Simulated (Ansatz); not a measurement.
A run of Ansatz (development build ahead of 0.2.0) on doublet CO(+) at this shape:

```xyz
2

C     0.0000    0.0000   -0.5686
O     0.0000    0.0000    0.5686
```

Its results:

```
Converged          : yes
Reference energy   : -112.17080 hartree
Correlation energy : -0.23220 hartree
Total energy       : -112.40300 hartree
```

**Question.** Which input gives this output? Name the method, the orbitals and the basis set, and write the input.

**Answer.** ROHF-CCSD(T) in 6-31G.

```yaml
crystal:
  periodic: [false, false, false]
  atoms:
    - { symbol: C, position_ang: [0.0, 0.0, -0.56865] }
    - { symbol: O, position_ang: [0.0, 0.0, 0.56865] }
basis:
  gaussian: { orbitals: "6-31G" }
total_charge: 1
magnetization:
  initial_magnetization: 1
hamiltonian:
  xc: hf
correlation:
  method: ccsd_t
  frozen_orbitals: { C: 1, O: 1 }
```
